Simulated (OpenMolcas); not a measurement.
# A workflow on N2H3 (hydrazinyl radical)

We compute a single-point energy (UHF/STO-3G), then the energy (CASSCF(3,3)/STO-3G), then the energy (CASPT2(3,3)/STO-3G), then the energy (SC-NEVPT2(3,3)/STO-3G), then a single-point energy (MRCI(3,3)/STO-3G) of N2H3 (hydrazinyl radical). 

Program for the calculation: OpenMolcas 26.06.

**1. The molecule**

The species is N2H3 (5 atoms), meant as a doublet with charge 0. As SMILES, `[NH]N`. The N2–H4 distance was set to 2.015 Å, away from the relaxed value. At this shape a bond of the SMILES string is far longer than usual.

Bond lengths: N1–N2 1.338 Å, N1–H3 1.021 Å, N2–H5 1.012 Å. Angles: N1–N2–H5 120.9°, N2–N1–H3 106.1°.

**2. The energy at UHF/STO-3G (run 1)**

Input file step1.input:

```
&gateway
  baslib
  $CurrDir
  coord
  5
  angstrom
  N        0.714731      -1.174756       0.725632
  N        0.773671      -0.121096      -0.096858
  H        1.662171      -1.308156       1.082862
  H       -1.030950       0.592300      -0.640030
  H        1.489691       0.584874       0.014762
  basis
  STO-3G
  group
  NoSym

&seward

&scf
  uhf
  spin
  2
  scramble
  0.25
  prorbitals
  1 1
```

The basis set STO-3G is read from a file made from the Basis Set Exchange's data (not shown).

The run is started by

```bash
$ export MOLCAS_MEM=1860
$ pymolcas step1.input > step1.log
```

The program printed:

```text
--- Start Module: gateway ---
[...]
--- Stop Module: gateway /rc=_RC_ALL_IS_WELL_ ---
--- Start Module: seward ---
[...]
      Basis functions           13
--- Stop Module: seward /rc=_RC_ALL_IS_WELL_ ---
--- Start Module: scf ---
[...]
       Convergence after  30 Iterations
[...]
::    Total SCF energy                               -108.9729810269
[...]
      Total spin, S                                     0.8782850294
[...]
      Total electronic charge=   17.000000
      Total            charge=   -0.000000
[...]
      Dipole Moment (debye):
      Origin of the operator (angstrom)=    0.7406   -0.5890    0.2986
                   X=  2.0058E+00               Y=  1.3644E+00               Z=  5.6380E-01           Total=  2.4905E+00
      Quadrupole Moment (debye*angstrom):
[...]
--- Stop Module: scf /rc=_RC_ALL_IS_WELL_ ---
[...]
```

Run time: 2.1 s. Hardware: 1 thread of Arm Neoverse V1, shared host; peak memory 0.37 GiB.

**3. A single-point energy at CASSCF(3,3)/STO-3G (run 2)**

Input file step2.input:

```
>>> EXPORT MOLCAS_PRINT=2

&GATEWAY
  BasLib=$CurrDir
  Coord
  5
  angstrom
  N        0.714731      -1.174756       0.725632
  N        0.773671      -0.121096      -0.096858
  H        1.662171      -1.308156       1.082862
  H       -1.030950       0.592300      -0.640030
  H        1.489691       0.584874       0.014762
  Basis=STO-3G
  Group=NoSym

&SEWARD

&RASSCF
  FileOrb=$CurrDir/step1.UnaOrb
  Spin=2
  Nactel=3 0 0
  Inactive=7
  Ras2=3
  OrbListing=Nothing
```

The basis set STO-3G is read from a file made from the Basis Set Exchange's data (not shown).

The run is started by

```bash
$ export MOLCAS_MEM=1860
$ pymolcas step2.input > step2.log
```

The program printed:

```text
--- Start Module: gateway ---
[...]
--- Stop Module: gateway /rc=_RC_ALL_IS_WELL_ ---
--- Start Module: seward ---
[...]
      Basis functions           13
--- Stop Module: seward /rc=_RC_ALL_IS_WELL_ ---
--- Start Module: rasscf ---
[...]
      Number of active orbitals                  3
[...]
      Spin quantum number                      0.5
[...]
      Active orbitals                            3
[...]
      Number of CSFs                             8
[...]
      Number of root(s) required                 1
[...]
      Convergence after 17 iterations
[...]
      printout of CI-coefficients larger than  0.05 for root  1
      energy=    -109.045882
      conf/sym  111     Coeff  Weight
             3  20u  -0.94524 0.89348
             5  02u   0.32296 0.10430
      Natural orbitals and occupation numbers for root  1
      sym 1:   1.788517   0.211818   0.999665
      ************************************************************************************************************************
      *                                                    Final results                                                     *
[...]
::    RASSCF root number  1 Total energy:   -109.04588159
[...]
      Total electronic charge=   17.000000
      Total            charge=   -0.000000
[...]
      Dipole Moment (debye):
      Origin of the operator (angstrom)=    0.7406   -0.5890    0.2986
                   X=  2.8723E+00               Y=  7.4388E-01               Z=  9.5585E-01           Total=  3.1172E+00
      Quadrupole Moment (debye*angstrom):
[...]
--- Stop Module: rasscf /rc=_RC_ALL_IS_WELL_ ---
[...]
```

Wall time 1.9 s (1 thread of Arm Neoverse V1, shared host); peak memory 0.37 GiB.

**4. A single-point energy at CASPT2(3,3)/STO-3G (run 3)**

Input file step3.input:

```
&GATEWAY
  BasLib=$CurrDir
  Coord
  5
  angstrom
  N        0.714731      -1.174756       0.725632
  N        0.773671      -0.121096      -0.096858
  H        1.662171      -1.308156       1.082862
  H       -1.030950       0.592300      -0.640030
  H        1.489691       0.584874       0.014762
  Basis=STO-3G
  Group=NoSym

&SEWARD

&RASSCF
  FileOrb=$CurrDir/step2.RasOrb
  Spin=2
  Nactel=3 0 0
  Inactive=7
  Ras2=3
  OrbListing=Nothing

&CASPT2
  Imaginary=0.1
  Frozen=2
```

The basis set STO-3G is read from a file made from the Basis Set Exchange's data (not shown).

The run is started by

```bash
$ export MOLCAS_MEM=1860
$ pymolcas step3.input > step3.log
```

The program printed:

```text
--- Start Module: gateway ---
[...]
--- Stop Module: gateway /rc=_RC_ALL_IS_WELL_ ---
[...]
      Basis functions           13
[...]
--- Start Module: rasscf ---
[...]
      Number of active orbitals                  3
[...]
      Spin quantum number                      0.5
[...]
      Active orbitals                            3
[...]
      Number of CSFs                             8
[...]
      Number of root(s) required                 1
[...]
      Convergence after  4 iterations
[...]
      printout of CI-coefficients larger than  0.05 for root  1
      energy=    -109.045882
      conf/sym  111     Coeff  Weight
             3  20u  -0.94524 0.89348
             5  02u   0.32296 0.10430
      Natural orbitals and occupation numbers for root  1
      sym 1:   1.788517   0.211818   0.999665
      ************************************************************************************************************************
      *                                                    Final results                                                     *
[...]
::    RASSCF root number  1 Total energy:   -109.04588159
[...]
      Total electronic charge=   17.000000
      Total            charge=   -0.000000
[...]
      Dipole Moment (debye):
      Origin of the operator (angstrom)=    0.7406   -0.5890    0.2986
                   X=  2.8723E+00               Y=  7.4387E-01               Z=  9.5583E-01           Total=  3.1172E+00
      Quadrupole Moment (debye*angstrom):
[...]
--- Stop Module: rasscf /rc=_RC_ALL_IS_WELL_ ---
--- Start Module: caspt2 ---
[...]
 ###    WARNING: User changed nr of frozen orbitals.                         ###
 ###############################################################################
[...]
      E2 (Variational):          -0.0765541523
      Total energy:            -109.1224357414
[...]
      Reference weight:           0.96804
[...]
::    CASPT2 Root  1     Total energy:   -109.12243574
[...]
--- Stop Module: caspt2 /rc=_RC_ALL_IS_WELL_ ---
[...]
```

Run time: 1.8 s. Hardware: 1 thread of Arm Neoverse V1, shared host; peak memory 0.37 GiB.

**5. The energy at SC-NEVPT2(3,3)/STO-3G (run 4)**

Input file step4.input:

```
&GATEWAY
BasLib=$CurrDir
Coord
5
angstrom
N        0.714731      -1.174756       0.725632
N        0.773671      -0.121096      -0.096858
H        1.662171      -1.308156       1.082862
H       -1.030950       0.592300      -0.640030
H        1.489691       0.584874       0.014762
Basis=STO-3G
Group=NoSym
&SEWARD
&RASSCF
FileOrb=$CurrDir/step2.RasOrb
Spin=2
Nactel=3 0 0
Inactive=7
Ras2=3
OrbListing=Nothing
&CASPT2
SC-NEVPT2
Frozen=2
```

The basis set STO-3G is read from a file made from the Basis Set Exchange's data (not shown).

The run is started by

```bash
$ export MOLCAS_MEM=1860
$ pymolcas step4.input > step4.log
```

The program printed:

```text
--- Start Module: gateway ---
[...]
--- Stop Module: gateway /rc=_RC_ALL_IS_WELL_ ---
[...]
      Basis functions           13
[...]
--- Start Module: rasscf ---
[...]
      Number of active orbitals                  3
[...]
      Spin quantum number                      0.5
[...]
      Active orbitals                            3
[...]
      Number of CSFs                             8
[...]
      Number of root(s) required                 1
[...]
      Convergence after  4 iterations
[...]
      printout of CI-coefficients larger than  0.05 for root  1
      energy=    -109.045882
      conf/sym  111     Coeff  Weight
             3  20u  -0.94524 0.89348
             5  02u   0.32296 0.10430
      Natural orbitals and occupation numbers for root  1
      sym 1:   1.788517   0.211818   0.999665
      ************************************************************************************************************************
      *                                                    Final results                                                     *
[...]
::    RASSCF root number  1 Total energy:   -109.04588159
[...]
      Total electronic charge=   17.000000
      Total            charge=   -0.000000
[...]
      Dipole Moment (debye):
      Origin of the operator (angstrom)=    0.7406   -0.5890    0.2986
                   X=  2.8723E+00               Y=  7.4387E-01               Z=  9.5583E-01           Total=  3.1172E+00
      Quadrupole Moment (debye*angstrom):
[...]
--- Stop Module: rasscf /rc=_RC_ALL_IS_WELL_ ---
--- Start Module: caspt2 ---
[...]
 ###    WARNING: User changed nr of frozen orbitals.                         ###
 ###############################################################################
[...]
      E2 (Variational):          -0.0765917392
[...]
      E2 (Variational):          -0.0764280727
      Total energy:            -109.1223096618
[...]
      Reference weight:           0.96826
[...]
::    SC-NEVPT2 Root  1     Total energy:   -109.12230966
[...]
--- Stop Module: caspt2 /rc=_RC_ALL_IS_WELL_ ---
[...]
```

Wall time 1.8 s (1 thread of Arm Neoverse V1, shared host); peak memory 0.37 GiB.

**6. The energy at MRCI(3,3)/STO-3G (run 5)**

Input file step5.inp:

```
>>> EXPORT MOLCAS_PRINT=2
&GATEWAY
BasLib=$CurrDir
Coord
5
angstrom
N        0.714731      -1.174756       0.725632
N        0.773671      -0.121096      -0.096858
H        1.662171      -1.308156       1.082862
H       -1.030950       0.592300      -0.640030
H        1.489691       0.584874       0.014762
Basis=STO-3G
Group=NoSym
&SEWARD
&RASSCF
FileOrb=$CurrDir/step2.RasOrb
Spin=2
Nactel=3 0 0
Inactive=7
Ras2=3
OrbListing=Nothing
&MOTRA
LumOrb
Frozen=2
&GUGA
Electrons=13
Spin=2
Inactive=5
Active=3
CIAll=1
&MRCI
SDCI
```

The basis set STO-3G is read from a file made from the Basis Set Exchange's data (not shown).

The run is started by

```bash
$ export MOLCAS_MEM=1860
$ pymolcas step5.inp > step5.log
```

The program printed:

```text
--- Start Module: gateway ---
[...]
--- Stop Module: gateway /rc=_RC_ALL_IS_WELL_ ---
[...]
      Basis functions           13
[...]
      Number of active orbitals                  3
[...]
      Spin quantum number                      0.5
[...]
      Active orbitals                            3
[...]
      Number of CSFs                             8
[...]
      Number of root(s) required                 1
[...]
      Convergence after  4 iterations
[...]
      printout of CI-coefficients larger than  0.05 for root  1
      energy=    -109.045882
      conf/sym  111     Coeff  Weight
             3  20u  -0.94524 0.89348
             5  02u   0.32296 0.10430
      Natural orbitals and occupation numbers for root  1
      sym 1:   1.788517   0.211818   0.999665
      ************************************************************************************************************************
      *                                                    Final results                                                     *
[...]
::    RASSCF root number  1 Total energy:   -109.04588159
[...]
      Dipole Moment (debye):
      Origin of the operator (angstrom)=    0.7406   -0.5890    0.2986
                   X=  2.8723E+00               Y=  7.4387E-01               Z=  9.5583E-01           Total=  3.1172E+00
      Quadrupole Moment (debye*angstrom):
[...]
      *** WARNING: Default frozen orbitals is overwritten by user input.
      *** Default values:   2
[...]
--- Start Module: guga ---
[...]
--- Stop Module: guga /rc=_RC_ALL_IS_WELL_ ---
--- Start Module: mrci ---
[...]
       (But an ACPF correction will be computed)
       USE THE DEFAULT ACPF G-VALUE GFAC=  0.15384615384615385
[...]
                      CI ENERGY:  -109.14411074
[...]
                ACPF CORRECTION:    -0.00498237
[...]
      Total electronic charge=   17.000000
      Total            charge=    0.000000
[...]
     ACPF CORRECTION:     -0.00498237
[...]
  CI State   1     Total energy:   -109.14411074     QDav:     -0.00594306     QACPF:     -0.00498237
[...]
--- Stop Module: mrci /rc=_RC_ALL_IS_WELL_ ---
[...]
```

Run time: 2.1 s. Hardware: 1 thread of Arm Neoverse V1, shared host; peak memory 0.37 GiB.

**7. What came out**

```
                                                    quantity          value
                             run 1, UHF/STO-3G: total energy  -108.97298 Eh
                            run 1, UHF/STO-3G: dipole moment         2.49 D
       run 1, UHF/STO-3G: HOMO energy (highest over α and β)       -8.25 eV
        run 1, UHF/STO-3G: LUMO energy (lowest over α and β)        5.86 eV
                                     run 1, UHF/STO-3G: ⟨S²⟩          1.650
                     run 2, CASSCF(3,3)/STO-3G: total energy  -109.04588 Eh
   run 2, CASSCF(3,3)/STO-3G: dipole moment (CASSCF density)         3.12 D
                     run 3, CASPT2(3,3)/STO-3G: total energy  -109.12244 Eh
   run 3, CASPT2(3,3)/STO-3G: dipole moment (CASSCF density)         3.12 D
                  run 4, SC-NEVPT2(3,3)/STO-3G: total energy  -109.12231 Eh
run 4, SC-NEVPT2(3,3)/STO-3G: dipole moment (CASSCF density)         3.12 D
                       run 5, MRCI(3,3)/STO-3G: total energy  -109.14411 Eh
     run 5, MRCI(3,3)/STO-3G: dipole moment (CASSCF density)         3.12 D
```

In words: ⟨S²⟩ (run 1, UHF/STO-3G) is 1.65 where a pure doublet has 0.75: the reference is spin-contaminated. The run (run 1, UHF/STO-3G) may have ended on a state above the lowest. Mulliken charges (run 2, CASSCF(3,3)/STO-3G) run from -0.17 on N2 to +0.17 on H5; they depend strongly on the basis.
